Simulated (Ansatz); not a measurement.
Results of LDA in Ansatz (plane waves, PAW) for HgS (P3₂21, No. 154).

Numerical settings: plane-wave cutoff 520 eV, 12×12×4 k mesh (along the axes of the cell as run), Fermi–Dirac smearing 0.01 eV, scalar-relativistic PAW data made under PBE.

Equation-of-state points:

| V (Å³/atom) | E − E_lowest (meV/atom) | P (GPa) |
|---|---|---|
| 20.958 | 4.56 | 1.786 |
| 21.395 | 1.06 | 0.802 |
| 21.831 | 0.00 | -0.002 |
| 22.268 | 0.90 | -0.639 |
| 22.705 | 3.34 | -1.138 |

Task: Estimate the bulk modulus from the pressures at 21.395 and 22.268 Å³/atom, and compare it with a fit to all energies.

Result: B = −V dP/dV. Between V = 21.395 and 22.268 Å³/atom, dP/dV = (-0.639 − (0.802))/(22.268 − 21.395) = -1.65 GPa per Å³/atom; at the midpoint 21.831 Å³/atom this gives B ≈ 36.0 GPa. The third-order Birch–Murnaghan fit gives V0 = 21.833 Å³/atom, B0 = 35.8 GPa, B′ = 10.4, which lies within 1 % of that estimate.

Shape and atoms are relaxed at each volume.

Note: the volume lies 7 % below that of the published cell; the bulk modulus comes from volumes at which shape and atoms were relaxed.

Spin–orbit coupling is not included; it can shift volumes and moduli of such heavy elements.

Ansatz is an electronic-structure program.
